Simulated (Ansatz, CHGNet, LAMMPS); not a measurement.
**Ladder of methods for the elastic constant C13 of rutile TiO₂**

Reference value: 147 GPa (measured, room temperature, not corrected to a static lattice; as tabulated in Elasticity of TiO2 rutile to 1800 K).

### Question
What do ionic model woodley1999, CHGNet 0.3.0, PBE, r²SCAN, HSE06 give, and how far is each from the reference?

### Answer

```
level (code)                                  value (GPa)  cell (Å³/atom)  difference (%)
--------------------------------------------  -----------  --------------  --------------
ionic model woodley1999 (rigid ions, LAMMPS)          251           10.17             +71
CHGNet 0.3.0                                          149           10.69            +1.4
PBE (Ansatz)                                          148           10.65            +0.7
r²SCAN (Ansatz)                                       165           10.40           +12.2
HSE06 (Ansatz)                                        172           10.30           +17.0
```

The reference is not for a static lattice or low temperature, so close values are not ranked against it. Off by more than 25 %, or 35 % on the side where a correction would as a rule narrow the miss (bounds picked here): ionic model woodley1999 (+71 %).

The reference isn't brought to a static lattice, while the calculations are for one, so the differences are not the levels' errors alone.  Each level is taken at its own relaxed cell. Cutoffs differ between the levels. Ansatz's density-functional and Hartree–Fock values are scalar-relativistic unless marked +SOC, with PAW data made under PBE.

Empirical potentials (ionic model woodley1999) are fitted to chosen data: where that held the value shown, agreement is built in, and what lay outside the fit can be far off. Machine-learned potentials (CHGNet 0.3.0) are trained on DFT data: a solid inside that data is no test of them.

Differences are worked out from the printed values.

Ansatz is an electronic-structure program.
